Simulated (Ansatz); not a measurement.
Heat of formation of SO3 (sulfur trioxide) from total energies

SO3: 4 atoms, total charge 0, spin state singlet. As SMILES, `O=S(=O)=O`. The coordinates come from a PBE0-D4/def2-TZVP relaxation.

Total energies at r2SCAN0/6-311+G** (Ansatz 0.2.0); the atoms run unrestricted:

| species | state | energy (Eh) |
| --- | --- | --- |
| SO3 | singlet | -623.664092 |
| O | triplet | -75.048976 |
| S | triplet | -398.082190 |

Harmonic wavenumbers at PBE0-D4/def2-TZVP, in cm⁻¹: 509, 534, 534, 1110, 1445, 1445.

Measured heats of formation of the gaseous atoms at 298.15 K, in kJ/mol: O 249.2, S 277.0. Spin-orbit lowering of the atoms at 298 K (mean of the ground term's levels less their thermal mean, from spectra), in kJ/mol: O 0.40, S 1.88. Take 1 Eh = 2625.50 kJ/mol, 1 cm⁻¹ = 0.0119627 kJ/mol, RT = 2.479 kJ/mol.

Problem. Work out the heat of formation of the gas at 298 K.

Solution. 
1. Electronic atomisation energy: 3 × (-75.048976) + (-398.082190) − (-623.664092) = 0.434974 Eh = 1142.0 kJ/mol.
2. Zero-point energy: half the sum of the wavenumbers, 2788.5 cm⁻¹ = 33.4 kJ/mol.
3. Thermal vibrational enthalpy, Σ hcν̃/(exp(hcν̃/kT) − 1): 1.7 kJ/mol. Translation, rotation and pV of a non-linear molecule: 4 RT = 9.9 kJ/mol.
4. The 4 free atoms carry 5/2 RT each: 24.8 kJ/mol.
5. Spin-orbit coupling lowers the free atoms by 3 × 0.40 + 1.88 = 3.1 kJ/mol.
6. Atomisation enthalpy at 298 K: 1142.0 − 3.1 − 33.4 − 1.7 − 9.9 + 24.8 = 1118.7 kJ/mol.
7. Sum of the atoms' heats of formation: 1024.6 kJ/mol. Heat of formation: 1024.6 − 1118.7 = -94.1 kJ/mol.

The tabulated value is -395.8 kJ/mol (NIST-JANAF tables), so this level is off by +301.7 kJ/mol, or 21.2 % of the atomisation enthalpy that the table implies (1420.4 kJ/mol). Anharmonicity and any spin-orbit splitting of the molecule are left out.
